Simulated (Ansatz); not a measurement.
Born–Oppenheimer molecular dynamics of CF$_{3}$ (4 atoms, charge 0, multiplicity 2). It goes on from the last frame of an earlier run, with new velocities.

The calculation used UKS PBE0-D4/cc-pVDZ (Ansatz 0.2.0).

| Quantity | Value |
| --- | --- |
| ensemble | NVE (velocity Verlet) |
| time step | 1 fs |
| steps asked | 100 |
| starting velocities drawn for | 500 K |
| seed | 409935 |

First frame:

```xyz
4
Properties=species:S:1:pos:R:3
F -1.298 0.063 0.291
C -0.015 0.003 -0.181
F 0.703 -1.053 0.288
F 0.613 1.053 0.121
```

**Question.** How far do the bonds stretch over the last three quarters of this one trajectory? (Pairs bonded in most of those frames.)

**Answer.** 
```csv
bond,mean (Å),spread (Å),shortest,longest
F1–C2,1.323,0.025,1.28,1.37
C2–F3,1.325,0.022,1.29,1.36
C2–F4,1.335,0.053,1.25,1.43
```

Mean temperature of the second half: 674 K. The conserved energy stayed within 0.39 meV per atom of its start (net change -0.13 meV per atom), so the integration is sound. The system heated up, since it started high on the potential surface and ran downhill. A run of 0.1 ps of so small a system gives no equilibrium averages.

Time of the run: 3.1 min on 1 CPU thread of a shared host.
